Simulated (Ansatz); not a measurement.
`Cc1cc[nH]c1`, charge 0, multiplicity 1.

Problem. Give a relaxed structure at PBE0-D4/def2-TZVP (the Gaussian-basis code of Ansatz). (Estimate.)

Solution. The calculation gave: 
Z-matrix (Å, degrees):
```
C
C 1 1.490
H 1 1.094 2 111.5
H 1 1.092 2 111.1 3 -120.1
H 1 1.094 2 111.6 3 119.8
C 2 1.421 1 127.0 3 -59.9
C 2 1.373 1 126.6 3 120.1
C 6 1.371 2 107.8 1 -180.0
H 6 1.080 2 126.5 1 -0.0
N 7 1.366 2 108.3 1 180.0
H 7 1.079 2 130.3 1 0.0
H 8 1.078 6 130.9 2 180.0
H 10 1.003 7 125.1 2 -180.0
```
Point group Cs.
This is one stationary point; other conformers may exist.
